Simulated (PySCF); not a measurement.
CN, SMILES [C]#N, multiplicity 2.

The structure is a stationary point at B3LYP-D3(BJ)/def2-TZVPD.

Computed with CAM-B3LYP/def2-TZVPD in PySCF.

Isolated molecule, no solvent.

```
Property                                                          Result
-----------------------------------------------  -----------------------
total energy                                           -92.70041 hartree
point group                                                          C∞v
α spin, highest occupied and lowest empty level       -12.55 and 0.89 eV
β spin, highest occupied and lowest empty level      -12.31 and -5.47 eV
dipole moment                                                     1.56 D
mean static polarisability                          21.3 bohr³ (3.15 Å³)
polarisability, principal values                  18.8, 18.8, 26.1 bohr³
⟨S²⟩                                             0.762 (pure state 0.75)
```
